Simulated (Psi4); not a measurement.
**A workflow on CH4SSi (SMILES CS[SiH])**

Aim: a series of 10 runs (PBE-D4/def2-SVP, PBE0-D4/def2-TZVP, PBE-D4/def2-TZVPP, r2SCAN-D4/def2-TZVPP, B3LYP-D4/def2-TZVPP, PBE0-D4/def2-TZVPP, wB97M-V/def2-TZVPP, CCSD(T)/def2-TZVPP, and more) of CH4SSi. 

The calculation is run with Psi4 1.11.

## Step 1: The structure to begin with

CH4SSi: 7 atoms, total charge 0, spin state singlet. SMILES: `CS[SiH]`. Geometry: relaxed at GFN2-xTB, rattled. This is one conformer, not always the lowest. The run starts from this shape.

Bond lengths: C1–S2 1.787 Å, S2–Si3 2.135 Å, C1–H4 1.137 Å, C1–H5 1.067 Å, C1–H6 1.135 Å, Si3–H7 1.476 Å. Angles: C1–S2–Si3 100.8°, S2–C1–H4 110.3°, S2–C1–H5 114.5°, S2–C1–H6 111.3°, S2–Si3–H7 92.9°, H4–C1–H5 112.3°, H4–C1–H6 105.4°, H5–C1–H6 102.3°.

## Step 2: A structure relaxation at PBE-D4/def2-SVP (density fitting) (run 1)

Input file input.dat:

```
memory 3300 mb

molecule {
  0 1
  C     -0.783103     0.695475    -0.251138
  S     -0.032570    -0.357851     0.982655
  Si     1.664491    -1.084518    -0.090036
  H     -1.772672     1.106997     0.129952
  H     -0.143407     1.461992    -0.628226
  H     -1.040312     0.112508    -1.189800
  H      2.159657    -1.854161     1.068447
  symmetry c1
}

set basis def2-SVP
set scf_type df
set geom_maxiter 60
set max_force_g_convergence 0.0005

optimize("pbe-d4")
```

Started as:

```console
$ psi4 -n 2 input.dat output.dat
```

output.dat:

```text
[...]
  Running in c1 symmetry.
[...]
  Nuclear repulsion =  134.321005008675257
[...]
  Multiplicity = 1
[...]
  Nalpha       = 20
  Nbeta        = 20
[...]
    Number of basis functions: 70
[...]
   @DF-RKS iter   1:  -727.31654519390122   -1.44183e-01   9.16689e-03 ADIIS/DIIS
[...]
   @DF-RKS iter   8:  -727.55418392430249    1.13687e-13   2.74177e-09 DIIS
[...]
    Orbital Energies [Eh]
    ---------------------
    Doubly Occupied:
       1A    -88.042939     2A    -65.410015     3A     -9.933936
       4A     -7.686974     5A     -5.714122     6A     -5.708572
       7A     -5.707880     8A     -5.064222     9A     -3.483257
      10A     -3.478225    11A     -3.474050    12A     -0.711216
      13A     -0.585310    14A     -0.438117    15A     -0.388400
      16A     -0.385161    17A     -0.326839    18A     -0.278625
      19A     -0.241845    20A     -0.206407
[...]
  @DF-RKS Final Energy:  -727.55418392430249
   => Energetics <=
    Nuclear Repulsion Energy =            132.6707200679189498
    One-Electron Energy =               -1268.3117949077684443
    Two-Electron Energy =                 461.1190240727096352
    DFT Exchange-Correlation Energy =     -53.0266710763563083
    Empirical Dispersion Energy =          -0.0054620808062773
    VV10 Nonlocal Energy =                  0.0000000000000000
    Total Energy =                       -727.5541839243024924
[...]
 Multipole Moments:
 ------------------------------------------------------------------------------------
     Multipole            Electronic (a.u.)      Nuclear  (a.u.)        Total (a.u.)
 ------------------------------------------------------------------------------------
 L = 1.  Multiply by 2.5417464519 to convert [e a0] to [Debye]
 Dipole X            :          2.3808591           -2.7673125           -0.3864534
 Dipole Y            :         -2.1025184            2.4736957            0.3711773
 Dipole Z            :          1.2260578           -1.4984884           -0.2724306
 Magnitude           :                                                    0.6011133
[...]
  -Total Gradient:
     Atom            X                  Y                   Z
    ------   -----------------  -----------------  -----------------
       1        0.000170653314    -0.000171332316     0.000041675788
       2       -0.000151645677     0.000060497826    -0.000029224271
       3        0.000050963653     0.000066146189    -0.000169454466
       4       -0.000025273407     0.000089029650     0.000036552896
       5       -0.000048111440     0.000050653598    -0.000015315465
       6       -0.000022709349    -0.000012314816    -0.000023389897
       7       -0.000037232373    -0.000022886214     0.000113313393
[...]
    Final optimized geometry and variables:
    Molecular point group: c1
    Full point group: C1
    Geometry (in Angstrom), charge = 0, multiplicity = 1:
    C           -1.338157131409     1.143052526177    -0.594791898148
    S           -0.478945209775     0.071811099511     0.631307836295
    SI           1.228188836886    -0.667891049471    -0.408459170195
    H           -2.249301513324     1.537471854048    -0.106013352870
    H           -0.691821216196     1.989519250502    -0.894039219636
    H           -1.627856778828     0.559540978380    -1.488859116475
    H            1.602003245441    -1.434326749765     0.882200158245
    Psi4 run time: 0:00:14.56
[...]
```

The script printed:

```text
Optimizer: Optimization complete!
```

It took 16 s on 2 threads of Intel Xeon 6975P-C (Granite Rapids), shared host; peak memory 0.55 GiB.

Steps, from the record of the run:

```tsv
step	energy from the first frame kept (eV)	largest force (eV/Å)
0	0.0000	2.7588
1	-0.1622	0.6743
2	0.0046	0.6042
3	-0.1362	0.3534
4	-0.1713	0.4340
5	-0.1805	0.0565
6	-0.1807	0.0126
```

After the run. Bond lengths: C1–S2 1.841 Å, S2–Si3 2.131 Å, C1–H4 1.107 Å, C1–H5 1.106 Å, C1–H6 1.106 Å, Si3–H7 1.547 Å. Angles: C1–S2–Si3 104.5°, S2–C1–H4 107.3°, S2–C1–H5 110.7°, S2–C1–H6 110.7°, S2–Si3–H7 87.6°, H4–C1–H5 109.1°, H4–C1–H6 109.2°, H5–C1–H6 109.8°.

## Step 3: A structure relaxation at PBE0-D4/def2-TZVP (density fitting) (run 2)

Input file ch4ssi.inp:

```
memory 3300 MB

molecule mol {
  C     -0.873223     0.713952    -0.262331
  S     -0.014011    -0.357290     0.963768
  Si     1.693123    -1.096992    -0.075999
  H     -1.784368     1.108371     0.226447
  H     -0.226887     1.560418    -0.561579
  H     -1.162923     0.130440    -1.156399
  H      2.066937    -1.863428     1.214661
  units angstrom
  symmetry c1
}

set {
  basis                   def2-TZVP
  reference               rks
  scf_type                df
  geom_maxiter            50
  max_force_g_convergence 0.0002
}

optimize('pbe0-d4')
print_variables()
```

Started as:

```console
$ psi4 -i ch4ssi.inp -o ch4ssi.out -n 2
```

ch4ssi.out, shortened:

```text
[...]
  Running in c1 symmetry.
[...]
  Nuclear repulsion =  132.670718012202911
[...]
  Multiplicity = 1
[...]
  Nalpha       = 20
  Nbeta        = 20
[...]
    Number of basis functions: 129
[...]
   @DF-RKS iter   1:  -727.71724795906289   -3.83719e-01   5.19141e-03 ADIIS/DIIS
[...]
   @DF-RKS iter   8:  -727.90468057383953   -1.34150e-11   7.03843e-09 DIIS
[...]
  @DF-RKS Final Energy:  -727.90468057383953
   => Energetics <=
    Nuclear Repulsion Energy =            135.0081145571774357
    One-Electron Energy =               -1273.5981788549365774
    Two-Electron Energy =                 450.8882068945163155
    DFT Exchange-Correlation Energy =     -40.1982108872581207
    Empirical Dispersion Energy =          -0.0046122833386020
    VV10 Nonlocal Energy =                  0.0000000000000000
    Total Energy =                       -727.9046805738396415
[...]
 Multipole Moments:
 ------------------------------------------------------------------------------------
     Multipole            Electronic (a.u.)      Nuclear  (a.u.)        Total (a.u.)
 ------------------------------------------------------------------------------------
 L = 1.  Multiply by 2.5417464519 to convert [e a0] to [Debye]
 Dipole X            :          2.3061259           -2.7020688           -0.3959429
 Dipole Y            :         -2.0409492            2.3414901            0.3005409
 Dipole Z            :          1.2205954           -1.5236919           -0.3030965
 Magnitude           :                                                    0.5822053
[...]
  -Total Gradient:
     Atom            X                  Y                   Z
    ------   -----------------  -----------------  -----------------
       1        0.000244954087    -0.000097365233     0.000131950118
       2       -0.000077401813     0.000047810946    -0.000043021996
       3       -0.000072307059     0.000039446271    -0.000057102357
       4       -0.000041499119    -0.000038123828     0.000029598271
       5       -0.000038248773     0.000056486561    -0.000041295627
       6       -0.000035602256    -0.000001464215    -0.000087967892
       7       -0.000020548340     0.000029136976     0.000045394810
[...]
    Final optimized geometry and variables:
    Molecular point group: c1
    Full point group: C1
    Geometry (in Angstrom), charge = 0, multiplicity = 1:
[...]
```

The script printed:

```text
Optimizer: Optimization complete!
```

Wall time 56 s (2 threads of Intel Xeon 6975P-C (Granite Rapids), shared host); peak memory 0.88 GiB.

Steps, from the record of the run:

```tsv
step	energy from the first frame kept (eV)	largest force (eV/Å)
0	0.0000	0.6557
1	-0.0342	0.2034
2	-0.0355	0.0312
3	-0.0357	0.0289
4	-0.0383	0.2410
5	0.3833	2.5737
6	0.0618	1.4142
7	-0.0342	0.1865
8	-0.0386	0.3727
9	-0.0382	0.4696
10	-0.0396	0.3417
11	-0.0397	0.4798
12	-0.0434	0.3705
13	-0.0519	0.3482
14	-0.0624	0.1363
15	-0.0641	0.0245
16	-0.0641	0.0152
```

After the run. Bond lengths: C1–S2 1.812 Å, S2–Si3 2.094 Å, C1–H4 1.090 Å, C1–H5 1.090 Å, C1–H6 1.091 Å, Si3–H7 1.525 Å. Angles: C1–S2–Si3 103.9°, S2–C1–H4 108.9°, S2–C1–H5 109.0°, S2–C1–H6 110.6°, S2–Si3–H7 89.2°, H4–C1–H5 109.1°, H4–C1–H6 109.6°, H5–C1–H6 109.6°.

Runs 3 to 9 aren't shown in full; the table further down has their settings and results.

## Step 4: A single-point energy at MP2/def2-QZVPP (density fitting, density fitting for correlation) (run 10)

Input file ch4ssi.dat:

```
memory 3.3 GB

molecule molecule1 {
  0 1
  C
  S 1 1.812174
  Si 2 2.093507 1 103.86651
  H 1 1.089835 2 108.90931 3 119.74053
  H 1 1.089822 4 109.08345 2 -118.80262
  H 1 1.090543 5 109.63801 4 120.05331
  H 3 1.525179 2 89.20452 1 -179.90258
  symmetry c1
}

set globals {
  basis def2-QZVPP
  scf_type df
  num_frozen_docc 11
}

result, w = energy("mp2", return_wfn=True)
print_variables()
```

Started as:

```console
$ psi4 ch4ssi.dat ch4ssi.out -n 2
```

ch4ssi.out:

```text
[...]
  Running in c1 symmetry.
[...]
  Nuclear repulsion =  135.008124740299309
[...]
  Multiplicity = 1
[...]
  Nalpha       = 20
  Nbeta        = 20
[...]
    Number of basis functions: 317
[...]
   @DF-RHF iter   1:  -726.62851614354122   -5.89049e-01   1.18016e-03 DIIS/ADIIS
[...]
   @DF-RHF iter  11:  -726.69675493677209   -1.11299e-10   4.89958e-09 DIIS
[...]
    Orbital Energies [Eh]
    ---------------------
    Doubly Occupied:
       1A    -91.955132     2A    -68.799300     3A    -11.259895
       4A     -8.957857     5A     -6.638989     6A     -6.638233
       7A     -6.638157     8A     -6.143960     9A     -4.246476
      10A     -4.245986    11A     -4.245135    12A     -1.043171
      13A     -0.872562    14A     -0.649763    15A     -0.595684
      16A     -0.592114    17A     -0.484843    18A     -0.438883
      19A     -0.378329    20A     -0.332640
[...]
  @DF-RHF Final Energy:  -726.69675493677209
   => Energetics <=
    Nuclear Repulsion Energy =            135.0081247402993085
    One-Electron Energy =               -1273.0955397600953347
    Two-Electron Energy =                 411.3906600830238744
    Total Energy =                       -726.6967549367720949
[...]
 Multipole Moments:
 ------------------------------------------------------------------------------------
     Multipole            Electronic (a.u.)      Nuclear  (a.u.)        Total (a.u.)
 ------------------------------------------------------------------------------------
 L = 1.  Multiply by 2.5417464519 to convert [e a0] to [Debye]
 Dipole X            :          0.0027188           -0.0032012           -0.0004824
 Dipole Y            :         -1.3418987            1.3619007            0.0200020
 Dipole Z            :          3.1020383           -3.6401378           -0.5380996
 Magnitude           :                                                    0.5384714
[...]
```

It took 5.1 s on 2 threads of Intel Xeon 6975P-C (Granite Rapids), shared host; peak memory 0.85 GiB.

## Step 5: All runs side by side

```tsv
run	level	geom maxiter	max force g convergence	energy (Eh)	dipole moment (D)	HOMO energy (eV)	LUMO energy (eV)	wall time
1	PBE-D4/def2-SVP (density fitting)	60	0.0005	-727.554184	1.53	-5.62	-3.09	16 s
2	PBE0-D4/def2-TZVP (density fitting)	50	0.0002	-727.904681	1.48	-6.67	-2.25	56 s
3	PBE0-D4/def2-TZVP (density fitting)	–	–	-727.904681	1.48	–	–	2.3 min
4	PBE-D4/def2-TZVPP (density fitting)	–	–	-727.842722	1.53	-5.64	-3.04	10 s
5	r2SCAN-D4/def2-TZVPP (density fitting)	–	–	-728.131800	1.57	-5.84	-2.95	17 s
6	B3LYP-D4/def2-TZVPP (density fitting)	–	–	-728.265328	1.47	-6.49	-2.41	9.3 s
7	PBE0-D4/def2-TZVPP (density fitting)	–	–	-727.905999	1.47	-6.68	-2.26	9.6 s
8	wB97M-V/def2-TZVPP (density fitting)	–	–	-728.145629	1.43	-8.79	-0.35	20 s
9	CCSD(T)/def2-TZVPP (density fitting, density fitting for correlation)	–	–	-727.202562	–	-9.03	0.84	65 s
10	MP2/def2-QZVPP (density fitting, density fitting for correlation)	–	–	-727.190945	–	-9.05	0.71	5.1 s
```

## Step 6: Outcome

```
                                                            quantity          value
                                run 10, MP2/def2-QZVPP: total energy  -727.19094 Eh
         run 10, MP2/def2-QZVPP: HOMO energy (Hartree–Fock orbitals)       -9.05 eV
         run 10, MP2/def2-QZVPP: LUMO energy (Hartree–Fock orbitals)        0.71 eV
       run 10, MP2/def2-QZVPP: HOMO–LUMO gap (Hartree–Fock orbitals)        9.76 eV
run 10, MP2/def2-QZVPP: correlation energy (11 core orbitals frozen)     -494.2 mEh
```

What this shows: Over runs 3, 4, 5, 6, 7, 8 the dipole moment (its size) runs from 1.43 D (wB97M-V/def2-TZVPP) to 1.57 D (r2SCAN-D4/def2-TZVPP). Over runs 4, 5, 6, 7, 8 the HOMO–LUMO gap runs from 2.60 eV (PBE-D4/def2-TZVPP) to 8.44 eV (wB97M-V/def2-TZVPP). Totals of different functionals can't be ranked against each other. All runs together took 5.8 min, the longest 2.3 min.
